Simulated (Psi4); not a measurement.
**UBP86/def2-TZVP (sweep point 6) run of OF (SMILES [O]F)**

What is the vertical electron affinity of OF at UBP86/def2-TZVP (sweep point 6)? The job is set up through a Python script.

Program for the calculation: Psi4 1.11.

4 further runs of the same task are left out: 4 set aside as unsound or not needed.

### 1 The molecule

OF has 2 atoms, charge 0, and is taken as a doublet. As SMILES, `[O]F`. Geometry: relaxed at GFN2-xTB.

Bond lengths: O1–F2 1.298 Å.

### 2 A single-point energy at UBP86/def2-TZVP (sweep point 6)

calc.py

```python
import psi4

psi4.set_memory('1600 MB')
psi4.set_num_threads(1)
psi4.core.set_output_file('fo.out', False)

geom = psi4.geometry("""
0 2
O      0.000000     0.000000     0.000000
F      0.000000     0.000000     1.298450
symmetry c1
""")

options = {'basis': 'def2-TZVP', 'reference': 'uks', 'puream': True, 'scf_type': 'pk', 'dft_radial_points': 99, 'dft_spherical_points': 590, 'maxiter': 150}
psi4.set_options(options)

E, wfn = psi4.energy("BP86", return_wfn=True)
print(f'total energy {E:.8f} hartree = {E * 27.211386:.5f} eV')
for k, v in sorted(psi4.core.scalar_variables().items()):
    print(f'{k:45s} {v:18.10f}')
```

Run with:

```
$ python calc.py
```

fo.out:

```text
[...]
  Running in c1 symmetry.
[...]
  Nuclear repulsion =   29.343262480834841
[...]
  Multiplicity = 2
[...]
  Nalpha       = 9
  Nbeta        = 8
[...]
    Number of basis functions: 62
[...]
   @UKS iter   1:  -174.90767418389902   -1.66553e-01   6.10147e-03 DIIS/ADIIS
[...]
   @UKS iter   8:  -174.95816646235488   -1.24947e-07   8.17780e-07 DIIS
[...]
   @S^2 Observed:                7.517993813E-01
[...]
    Orbital Energies [Eh]
    ---------------------
    Alpha Occupied:
       1A    -24.394040     2A    -18.914305     3A     -1.264456
       4A     -0.860856     5A     -0.535692     6A     -0.514904
       7A     -0.481464     8A     -0.321462     9A     -0.268169
    Alpha Virtual:
      10A     -0.046842    11A      0.298135    12A      0.356759
      13A      0.360483    14A      0.380655    15A      0.479736
      16A      0.523434    17A      0.533989    18A      0.846557
      19A      1.273504    20A      1.290965    21A      1.291056
      22A      1.303746    23A      1.795221    24A      1.859292
      25A      1.859606    26A      2.165680    27A      2.199922
[...]
  @UKS Final Energy:  -174.95816646235488
   => Energetics <=
    Nuclear Repulsion Energy =             29.3432624808348415
    One-Electron Energy =                -300.4402644472887687
    Two-Electron Energy =                 115.0511547053173160
    DFT Exchange-Correlation Energy =     -18.9123192012182635
    Empirical Dispersion Energy =           0.0000000000000000
    VV10 Nonlocal Energy =                  0.0000000000000000
    Total Energy =                       -174.9581664623548818
[...]
 Multipole Moments:
 ------------------------------------------------------------------------------------
     Multipole            Electronic (a.u.)      Nuclear  (a.u.)        Total (a.u.)
 ------------------------------------------------------------------------------------
 L = 1.  Multiply by 2.5417464519 to convert [e a0] to [Debye]
 Dipole X            :         -0.0000000            0.0000000           -0.0000000
 Dipole Y            :         -0.0000000            0.0000000           -0.0000000
 Dipole Z            :          0.6989530           -0.5632697            0.1356833
 Magnitude           :                                                    0.1356833
[...]
```

On the terminal:

```text
total energy -174.95816646 hartree = -4760.85420 eV
CURRENT ENERGY                                   -174.9581664624
CURRENT REFERENCE ENERGY                         -174.9581664624
DD SOLVATION ENERGY                                 0.0000000000
DFT FUNCTIONAL TOTAL ENERGY                      -174.9581664624
DFT TOTAL ENERGY                                 -174.9581664624
DFT VV10 ENERGY                                     0.0000000000
DFT XC ENERGY                                     -18.9123192012
GRID ELECTRONS ALPHA                                9.0000000051
GRID ELECTRONS BETA                                 8.0000000021
GRID ELECTRONS TOTAL                               17.0000000072
NUCLEAR REPULSION ENERGY                           29.3432624808
ONE-ELECTRON ENERGY                              -300.4402644473
PCM POLARIZATION ENERGY                             0.0000000000
PE ENERGY                                           0.0000000000
SCF ITERATION ENERGY                             -174.9581664624
SCF ITERATIONS                                      8.0000000000
SCF TOTAL ENERGY                                 -174.9581664624
TWO-ELECTRON ENERGY                               115.0511547053
XC GRID RADIAL POINTS                              99.0000000000
XC GRID SPHERICAL POINTS                          590.0000000000
XC GRID TOTAL POINTS                           111985.0000000000
```

Run time: 3.6 s. Hardware: 1 thread of Intel Xeon Platinum 8488C (Sapphire Rapids), shared host; peak memory 0.42 GiB.

### 3 The singlet anion

run.py

```python
import psi4

psi4.set_memory('1600 MB')
psi4.set_num_threads(1)
psi4.set_output_file('psi4.out', False)

molecule = psi4.geometry("""
-1 1
O      0.000000     0.000000     0.000000
F      0.000000     0.000000     1.298450
symmetry c1
""")

psi4.set_options({
    'basis': 'def2-TZVP',
    'puream': True,
    'scf_type': 'pk',
    'dft_radial_points': 99,
    'dft_spherical_points': 590,
})

e, wfn = psi4.energy("bp86", molecule=molecule, return_wfn=True)
print('E =', round(e, 9))
for k, v in sorted(psi4.core.scalar_variables().items()):
    print(f'{k:45s} {v:18.10f}')
```

Run with:

```
$ python run.py
```

psi4.out:

```text
[...]
  Running in c1 symmetry.
[...]
  Nuclear repulsion =   29.343262480834841
[...]
  Multiplicity = 1
[...]
  Nalpha       = 9
  Nbeta        = 9
[...]
    Number of basis functions: 62
[...]
   @RKS iter   1:  -174.79935964803761   -5.82386e-02   1.17693e-02 DIIS/ADIIS
[...]
   @RKS iter   8:  -174.99981455060387   -1.74623e-08   2.71514e-07 DIIS
[...]
    Orbital Energies [Eh]
    ---------------------
    Doubly Occupied:
       1A    -23.979450     2A    -18.417884     3A     -0.854794
       4A     -0.428937     5A     -0.124570     6A     -0.099546
       7A     -0.099546     8A      0.146717     9A      0.146717
[...]
  @RKS Final Energy:  -174.99981455060387
   => Energetics <=
    Nuclear Repulsion Energy =             29.3432624808348415
    One-Electron Energy =                -307.4622116334792281
    Two-Electron Energy =                 122.4105810514917607
    DFT Exchange-Correlation Energy =     -19.2914464494512359
    Empirical Dispersion Energy =           0.0000000000000000
    VV10 Nonlocal Energy =                  0.0000000000000000
    Total Energy =                       -174.9998145506038725
[...]
 Multipole Moments:
 ------------------------------------------------------------------------------------
     Multipole            Electronic (a.u.)      Nuclear  (a.u.)        Total (a.u.)
 ------------------------------------------------------------------------------------
 L = 1.  Multiply by 2.5417464519 to convert [e a0] to [Debye]
 Dipole X            :          0.0000000            0.0000000            0.0000000
 Dipole Y            :         -0.0000000            0.0000000           -0.0000000
 Dipole Z            :          1.3906526           -0.5632697            0.8273828
 Magnitude           :                                                    0.8273828
[...]
```

On the terminal:

```text
E = -174.999814551
CURRENT ENERGY                                   -174.9998145506
CURRENT REFERENCE ENERGY                         -174.9998145506
DD SOLVATION ENERGY                                 0.0000000000
DFT FUNCTIONAL TOTAL ENERGY                      -174.9998145506
DFT TOTAL ENERGY                                 -174.9998145506
DFT VV10 ENERGY                                     0.0000000000
DFT XC ENERGY                                     -19.2914464495
GRID ELECTRONS ALPHA                                9.0000000041
GRID ELECTRONS BETA                                 9.0000000041
GRID ELECTRONS TOTAL                               18.0000000081
NUCLEAR REPULSION ENERGY                           29.3432624808
ONE-ELECTRON ENERGY                              -307.4622116335
PCM POLARIZATION ENERGY                             0.0000000000
PE ENERGY                                           0.0000000000
SCF ITERATION ENERGY                             -174.9998145506
SCF ITERATIONS                                      8.0000000000
SCF TOTAL ENERGY                                 -174.9998145506
TWO-ELECTRON ENERGY                               122.4105810515
XC GRID RADIAL POINTS                              99.0000000000
XC GRID SPHERICAL POINTS                          590.0000000000
XC GRID TOTAL POINTS                           111985.0000000000
```

It took 2.9 s on 1 thread of Intel Xeon Platinum 8488C (Sapphire Rapids), shared host; peak memory 0.42 GiB.

### 4 Summary of results

Level: UBP86/def2-TZVP (sweep point 6).

| quantity | value |
| --- | --- |
| doublet OF: total energy | -174.95817 Eh |
| doublet OF: dipole moment | 0.34 D |
| doublet OF: HOMO energy (highest over α and β) | -6.87 eV |
| doublet OF: LUMO energy (lowest over α and β) | -6.29 eV |
| doublet OF: ⟨S²⟩ | 0.752 |
| singlet anion: total energy | -174.99981 Eh |
| singlet anion: HOMO energy | 3.99 eV |
| singlet anion: LUMO energy | 9.69 eV |
| singlet anion: HOMO–LUMO gap (to an unbound level, set by the basis) | 5.70 eV |
| vertical electron affinity (to the singlet anion) | 1.133 eV |

At fixed nuclei the extra electron is bound by 1.13 eV (26 kcal/mol). The basis has no diffuse functions, so the error can be as large as this value. The HOMO (singlet anion) lies at positive energy, 3.99 eV, as semi-local functionals often give for anions; only total energies tell whether the electron is bound.
